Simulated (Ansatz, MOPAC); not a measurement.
Potential energy curve for CH, doublet.

Methods: UHF/def2-SVP (Ansatz, a first-principles code); FCI = full CI/def2-SVP, frozen core in Ansatz; PM3, unrestricted, heats of formation (MOPAC); UMP2 = MP2 on UHF/def2-SVP, frozen core (Ansatz).

Energies are in mEh, each relative to the lowest point of its own curve near equilibrium.

```csv
R / Å,UHF,FCI,PM3,UMP2
0.89,44.8,51.6,32.4,48.6
0.96,17.4,22.2,12.0,20.1
1.01,6.6,10.0,4.1,8.5
1.05,1.8,4.2,0.9,3.1
1.08,0.1,1.6,0.0,0.9
1.13,0.0,0.0,0.8,0.0
1.15,0.8,0.2,1.9,0.4
1.22,6.2,3.4,7.6,4.7
1.25,9.5,5.8,10.9,7.5
1.31,17.4,11.8,18.5,14.5
1.39,29.7,21.4,30.0,25.6
1.54,54.4,41.5,53.1,50.7
1.68,72.2,59.8,72.4,76.0
1.88,84.6,82.0,93.8,96.7
2.00,88.2,92.6,102.5,103.4
2.24,91.4,107.5,112.2,110.1
2.48,92.4,116.0,—,112.6
2.77,92.8,120.9,—,113.8
3.09,92.9,123.0,—,114.2
3.42,92.9,123.9,—,114.4
3.91,93.0,124.3,—,114.5
4.58,93.0,124.4,—,114.6
```

At the longest distance, 4.58 Å, FCI lies highest above its minimum (124.4 mEh) and UHF lowest (93.0 mEh).

Dashes: no converged value, or the column stops at the first point that the program doubted or that broke a chosen test of continuity, which isn't proof of a fault.

The unrestricted determinant behind UHF, UMP2 is spin-contaminated at 0.89 to 4.58 Å (<S²> up to 1.8, against 0.75 for a pure doublet).
